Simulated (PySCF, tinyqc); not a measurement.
Inside a calculation. Method: RHF in the sto-3g basis, for LiH, spin multiplicity 1. The lowest restricted solution is unstable here: a spin-polarised one lies 0.0420 hartree lower (PySCF). One step of it, computed by the program tinyqc.

Question. Orthogonalisation. S = U s U^T; symmetric (Loewdin) form X = U s^(-1/2) U^T, so that X^T S X = 1.

overlap S:
```
           1Li 1s    1Li 2s   1Li 2px   1Li 2py   1Li 2pz     2H 1s
1Li 1s   1.000000  0.241137  0.000000  0.000000  0.000000  0.005446
1Li 2s   0.241137  1.000000  0.000000  0.000000  0.000000  0.172440
1Li 2px  0.000000  0.000000  1.000000  0.000000  0.000000  0.000000
1Li 2py  0.000000  0.000000  0.000000  1.000000  0.000000  0.000000
1Li 2pz  0.000000  0.000000  0.000000  0.000000  1.000000  0.261929
2H 1s    0.005446  0.172440  0.000000  0.000000  0.261929  1.000000
```

Give: eigenvalues of S; X.

Answer.

eigenvalues of S: 0.650  0.818  1.000  1.000  1.177  1.355

X:
```
         1Li 1s  1Li 2s  1Li 2px  1Li 2py  1Li 2pz   2H 1s
1Li 1s    1.023  -0.127    0.000    0.000   -0.003   0.015
1Li 2s   -0.127   1.036    0.000    0.000    0.019  -0.095
1Li 2px   0.000   0.000    1.000    0.000    0.000   0.000
1Li 2py   0.000   0.000    0.000    1.000    0.000   0.000
1Li 2pz  -0.003   0.019    0.000    0.000    1.028  -0.140
2H 1s     0.015  -0.095    0.000    0.000   -0.140   1.040
```
